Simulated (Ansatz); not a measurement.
**BO (quartet): wave-function methods side by side at distance B1–O2 = 2.192 Å, 6-31G**

An exercise on one series of results from a longer session: the logs are not shown, and one member is left open.

Program: Ansatz 0.2.0, Gaussian basis. Level of theory: 6-31G, core rule «outside noble gas», up to 2 orbitals frozen. These are calculated values, not measurements.

The runs, in order: UHF; CCSD(T) on ROHF; CCSD(T) on UHF; BCCD(T) on ROHF; CISD; CCSDT(Q) on ROHF; CCSDT(Q) on UHF; CISDTQ; CCSDTQ on ROHF; CCSDTQ on UHF; CASSCF and MRCISD+Q, 5 electrons in 5 orbitals; CASSCF and NEVPT2, 5 electrons in 5 orbitals; CASSCF and MRCISD+Q, 9 electrons in 8 orbitals; CASSCF and MRCISD+Q(relaxed), 9 electrons in 8 orbitals; CASSCF and NEVPT2, 9 electrons in 8 orbitals; Full CI.

21 further runs of the same task are left out: 15 that didn't finish, 6 set aside as unsound or not needed.

## The system

The geometry derives from a PBE0/def2-TZVP stationary point (not a proven minimum). One bond is set to the value named and the two fragments are kept rigid.

2 atoms, charge 0, spin multiplicity 4.

Atoms are counted from 1 here; the program's logs count them from 0.

No contacts short enough for the rule that draws bonds.

Set-up of the first run:

Contents of in.yaml:

```yaml
crystal:
  periodic: [false, false, false]
  atoms:
    - {symbol: B, position_ang: [0.000000, 0.000000, 0.000000]}
    - {symbol: O, position_ang: [0.000000, 0.000000, 2.192000]}
basis:
  gaussian: {orbitals: 6-31G}
magnetization: {spin_polarized: true, initial_magnetization: 3}
hamiltonian: {xc: hf}
output: {orbitals: {seedname: orbitals}}
```

Command:

```bash
$ ansatz run in.yaml --threads 1 --pin off --events-out ev --progress --plain --max-ram 2393MiB
```

Among the steps run: UHF; CCSD(T) on ROHF; CCSD(T) on UHF; BCCD(T) on ROHF; CISD; CCSDT(Q) on ROHF; CCSDT(Q) on UHF; CISDTQ; CCSDTQ on ROHF; CCSDTQ on UHF; CASSCF and MRCISD+Q, 5 electrons in 5 orbitals; CASSCF and NEVPT2, 5 electrons in 5 orbitals; CASSCF and MRCISD+Q, 9 electrons in 8 orbitals; CASSCF and MRCISD+Q(relaxed), 9 electrons in 8 orbitals; CASSCF and NEVPT2, 9 electrons in 8 orbitals; Full CI.

One table of the session follows, with a row left open; its other results are not shown here.

```
   method  from FCI (kcal/mol)
     ROHF               +75.50
      UHF               +70.81
     RMP2               +24.83
     UMP2                    ?
     CISD                +7.63
    RCCSD                +3.32
    UCCSD                +3.20
 RCCSD(T)                +2.13
 UCCSD(T)                +2.11
  BCCD(T)                +2.29
   RCCSDT                +0.77
   UCCSDT                +0.71
   CISDTQ                +0.65
RCCSDT(Q)                +0.20
UCCSDT(Q)                +0.14
  RCCSDTQ                +3.26
  UCCSDTQ                +3.24
      FCI                    0
```

Estimate the missing values for UMP2.

**Answer.** from FCI (kcal/mol): +22.48. In the column «from FCI (kcal/mol)» it lies between CISD (+7.63) and RMP2 (+24.83).

Left out of the table: CASSCF pair, NEVPT2 pair, MRCISD pair, MRCISD+Q pair, CASSCF valence, NEVPT2 valence, MRCISD valence, MRCISD+Q valence (the active space lost an orbital or holds another state than full CI finds).

Caveats from the session: The report flags that the cluster equations may have other roots. Left out of the table: MRCISD+Q(relaxed) valence (another determinant or state than the rows shown). The program flags RCCSDT(Q), UCCSDT(Q), RCCSDTQ, UCCSDTQ as in doubt, so those rows may rest on another solution; read them beside their warnings. Levels on UHF freeze UHF's core orbitals, full CI those of ROHF, so the U rows can settle a little off it for that reason alone. Restricted and unrestricted rows rest on different reference determinants; where their highest levels disagree by more than a few hundredths of an eV, they describe different states and don't form one ladder.
